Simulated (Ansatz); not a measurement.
**CH3B+ (doublet): from Hartree-Fock to the top rungs, def2-TZVPP**

An exercise on one series of results from a longer session: the logs are not shown, and one member is left open.

Program: Ansatz 0.2.0, Gaussian basis. Level of theory: def2-TZVPP, core rule «outside noble gas», up to 2 orbitals frozen. These are calculated values, not measurements.

Plan: UHF; ROHF; CCSD(T) on UHF.

2 further runs of the same task are left out: 2 set aside as unsound or not needed.

## The geometry

The geometry is a PBE0/def2-TZVP stationary point (not a proven minimum) of the parent state, kept for this charge and spin.

5 atoms, charge 1, spin multiplicity 2.

Atoms are counted from 1 here; the program's logs count them from 0.

Bond lengths: B1–C2 1.531 Å, C2–H3 1.098 Å, C2–H4 1.098 Å, C2–H5 1.098 Å. Angles: B1–C2–H3 110.0°, B1–C2–H4 110.0°, B1–C2–H5 110.0°, H3–C2–H4 108.9°, H3–C2–H5 108.9°, H4–C2–H5 108.9°.

The first run:

in.yaml reads:

```yaml
crystal:
  periodic: [false, false, false]
  atoms:
    - {symbol: B, position_ang: [-0.934456, 0.008596, 0.007435]}
    - {symbol: C, position_ang: [0.596344, -0.005486, -0.004745]}
    - {symbol: H, position_ang: [0.962798, -1.040220, -0.002512]}
    - {symbol: H, position_ang: [0.984114, 0.511152, 0.882773]}
    - {symbol: H, position_ang: [0.969819, 0.502236, -0.903468]}
basis:
  gaussian: {orbitals: def2-TZVPP}
total_charge: 1
magnetization: {spin_polarized: true, initial_magnetization: 1}
hamiltonian: {xc: hf}
output: {orbitals: {seedname: orbitals}}
```

Run with:

```
> ansatz run in.yaml --threads 1 --pin off --events-out ev --progress --plain --max-ram 4096MiB --backend cpu
```

Among the steps run: UHF; ROHF; CCSD(T) on UHF.

One of the session's tables, all rows but one given; the rest of the session is left out.

| method | from UCCSD(T) (meV) |
| --- | --- |
| ROHF | ? |
| UHF | +6690.9 |
| UMP2 | +892.6 |
| UCCSD | +246.3 |
| UCCSD(T) | 0 |

**Question.** Estimate the row for ROHF.

As computed: from UCCSD(T) (meV): +6726.9. In the column «from UCCSD(T) (meV)» it is the highest.
